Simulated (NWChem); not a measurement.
System: ethylamine (C2H7N); SMILES CCN

```xyz
10

C      0.2571    -1.2343    -0.0367
C     -0.5506     0.0489     0.0217
N      0.3151     1.2090    -0.0768
H     -0.3946    -2.1209    -0.0138
H      0.8637    -1.2647    -0.9543
H      0.9463    -1.3085     0.8212
H     -1.1887     0.0307     0.9329
H     -1.2496     0.0726    -0.8321
H     -0.2323     2.0670    -0.0657
H      0.9301     1.2564     0.7345
```
Atoms are numbered in this order, from 1.

Results from NWChem. Pople sets run with spherical d functions. Structure relaxed at the PBE0/def2-SVP level. Absolute isotropic GIAO shieldings of the H sites, static isolated molecule, three-fold rotors averaged.

```csv
row,"σ, BHandHLYP/pcSseg-1 (ppm)","σ, B3LYP/6-311G** (ppm)"
H7,28.69,28.63
H8,28.98,withheld
H4 (rotor mean),30.31,30.67
H9,30.87,31.30
H10,31.55,32.00
```

Fit a straight line of the last column on the one before it, predict the withheld value, and compare with the run.


1. Means of the 4 shown rows: x = 30.355, y = 30.650. Slope Σ(x − x̄)(y − ȳ)/Σ(x − x̄)² = 5.310/4.467 = 1.189; intercept -5.442.
2. The shown rows scatter about the line by 0.058 (root mean square); the largest residual is +0.07, at H4 (rotor mean).
3. At x = 28.98 (H8; inside the shown range) the line gives 29.02.
4. The run gives 29.18, +0.16 from the line, 2.8 times the scatter.
